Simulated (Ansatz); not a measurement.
The first iterations of a band of CH$_{5}$Si (7 atoms, charge 0, multiplicity 2).

All numbers below come from Ansatz, UKS r2SCAN-D4/def2-SVP.

```yaml
movable_images: 8
climbing_image: no
spring: 5.0 eV/Å²
optimiser: quadratic models (default)
start_path: through a guess of the saddle point
force_threshold: 0.03 eV/Å
iteration_limit: 52
end_points: relaxed
```

First end point:

```xyz
7
Properties=species:S:1:pos:R:3
C -0.173 -1.110 0.050
Si 0.134 0.713 -0.028
H -1.150 -1.534 0.310
H 0.593 -1.851 -0.207
H -0.191 1.266 -1.384
H -0.723 1.432 0.965
H 1.571 1.016 0.248
```

Last end point:

```xyz
7
Properties=species:S:1:pos:R:3
C -0.164 -1.112 0.026
Si 0.137 0.713 -0.037
H 0.170 -1.738 0.861
H -0.733 -1.644 -0.745
H 0.183 1.188 -1.453
H -0.956 1.468 0.659
H 1.423 1.058 0.643
```

| iteration | highest image above the first end (eV) | largest band force component (eV/Å) |
| --- | --- | --- |
| 1 | 0.394 | 4.374 |
| 2 | 0.038 | 0.960 |

Question: Does the band converge within its limit, and where does its top end?

Answer: The run converged. It ended after 6 iterations with the highest image 0.000 eV above the first end. The top lies less than 8 meV above the higher end, about what the thresholds resolve: that end is a shoulder or a very shallow well. No image climbed, so the highest image needn't sit at the top of the path.

Run time: 2.9 min on 1 CPU thread of a shared host.
